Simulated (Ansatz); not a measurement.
# bcc Sc (model structure)

Level of theory: PBEsol (Ansatz, a quantum-chemistry and plane-wave program, PAW).

Numerical settings: plane-wave cutoff 500 eV, 28×28×28 k mesh, Fermi–Dirac smearing 0.1 eV, scalar-relativistic PAW data made under PBE.

Cell (relaxed at this level):

```xyz
1
Lattice="-1.8156 1.8156 1.8156 1.8156 -1.8156 1.8156 1.8156 1.8156 -1.8156" Properties=species:S:1:pos:R:3 pbc="T T T"
Sc     0.0000     0.0000     0.0000
```

```yaml
band_gap: zero (no gap)
```

Note: the relaxation could raise the start's symmetry but not lower it, so the cell can be a saddle point.

Static lattice: no zero-point or thermal effects.

Computing time: about 50 core-seconds (a rough figure).

A model structure was made by putting elements into a prototype or built by hand; it is no filed structure, need not be a known phase, and can be a saddle point held by its symmetry.
